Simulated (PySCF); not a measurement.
# BeH3O−, a complex of two parts: interaction energy

An exercise on one series of results from a longer session: the logs are not shown, and one member is left open.

Computed with PySCF 2.14.0; each step states its level. No surroundings beyond the atoms listed, unless a continuum is named. Atoms count from 0, parts from 1.

## The system as given

5 atoms, charge -1, multiplicity 1; geometry: GFN2-xTB. Parts: 1 = atoms 0–2, `[BeH2]`, charge 0; 2 = atoms 3–4, `[OH-]`, charge -1.

Set-up of the first run:

The job: settings as JSON, then the geometry in Å.

```
{"job": {"xc": "PBE0", "basis": "def2-TZVPD", "d3": "d3bj", "grid": 3, "kind": "geom", "shake": 0.01}, "charge": -1, "multiplicity": 1, "parts": [{"atoms": "0-2", "charge": 0, "multiplicity": 1}, {"atoms": "3-4", "charge": -1, "multiplicity": 1}]}
Be     0.246094    -0.046623     0.474644
H      0.899794    -0.166618    -0.753870
H     -1.148162     0.183211     0.465497
O      1.025340    -0.094850     1.812755
H      1.924817    -0.250375     1.730495
```

Launch:

```console
> OMP_NUM_THREADS=1 python cluster_run.py task.json out
```

This one command runs all jobs of the session in turn.

Steps of the session up to this table: Relaxing the molecule at PBE0-D3(BJ)/def2-TZVPD; Coupled-cluster interaction energy: CCSD(T) and MP2, 1.53 Å; Coupled-cluster interaction energy: CCSD(T) and MP2, 1.60 Å; Coupled-cluster interaction energy: CCSD(T) and MP2, 1.68 Å; Coupled-cluster interaction energy: CCSD(T) and MP2, 1.45 Å; Coupled-cluster interaction energy: CCSD(T) and MP2, 1.91 Å; Coupled-cluster interaction energy: CCSD(T) and MP2, 1.37 Å; Coupled-cluster interaction energy: CCSD(T) and MP2, 2.29 Å; Coupled-cluster interaction energy: CCSD(T) and MP2, 3.05 Å.

One of the session's tables, all rows but one given; the rest of the session is left out.

It belongs to the step «Coupled-cluster interaction energy: CCSD(T) and MP2, 3.05 Å». 

| method | interaction energy (kcal/mol) |
| --- | --- |
| HF/aug-cc-pVDZ | -32.23 |
| MP2/aug-cc-pVDZ | -33.18 |
| CCSD/aug-cc-pVDZ | -32.68 |
| CCSD(T)/aug-cc-pVDZ | -33.23 |
| HF/aug-cc-pVQZ | ? |
| MP2/aug-cc-pVQZ | -33.18 |
| SCS-MP2/aug-cc-pVQZ | -32.88 |
| MP2, extrapolated | -33.14 |
| CCSD(T), limit estimate | -33.19 |

**Question.** Estimate the row for HF/aug-cc-pVQZ.

As computed: interaction energy (kcal/mol): -32.26. In the column «interaction energy (kcal/mol)» it lies between CCSD/aug-cc-pVDZ (-32.68) and HF/aug-cc-pVDZ (-32.23).

To keep in mind: At 2.29 Å a test (T1, the size of the triples or of CCSD(T) less MP2, charge moved between the parts) flags the run, so its CCSD(T) estimate is not taken as a benchmark. At 3.05 Å a test (T1, the size of the triples or of CCSD(T) less MP2, charge moved between the parts) flags the run, so its CCSD(T) estimate is not taken as a benchmark.
